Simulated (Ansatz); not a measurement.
A made-up structure of CH₃SSi, doublet:

Si1  (0.606, -0.040, 0.681)
C2  (-0.501, -0.091, -0.701)
S3  (0.447, 1.501, 2.186)
H4  (-0.439, -0.841, -1.447)
H5  (-1.259, 0.644, -0.801)
H6  (1.613, -1.034, 0.794)
(Å)

It is relaxed with PBE-D4/def2-SVP and then PBE0-D4/def2-TZVP (Ansatz 0.2.0). Atoms count as bonded within 1.22 times the sum of their covalent radii (H–H: 0.88 Å). The end point is not checked to be a true minimum.

**Question.** Does its bonding change? (Judge from chemistry; the calculation decides.)

**Answer.** Computed: No: no bond forms or breaks.

Where it ends: The first stage lowers the energy by 0.37 eV in 5 steps. It ends as CH₃SSi ([CH2][SiH][S]):
```xyz
6
angstrom
Si 0.5898 0.0455 0.7557
C -0.4949 -0.0745 -0.6745
S 0.4687 1.4300 2.1326
H -0.3989 -0.8578 -1.4207
H -1.2917 0.6434 -0.8391
H 1.5939 -1.0463 0.7575
```

Labels in which every atom is bracketed show which atoms are joined, not bond orders.

For scale, one of the runs: PBE0-D4/def2-TZVP relaxation, 123 basis functions, launched by `ansatz run in.yaml --threads 2 --pin off --events-out ev --progress --plain --max-ram 4352MiB`. The run took about 24 s on 2 CPU threads of an Arm Neoverse V2 (shared host).
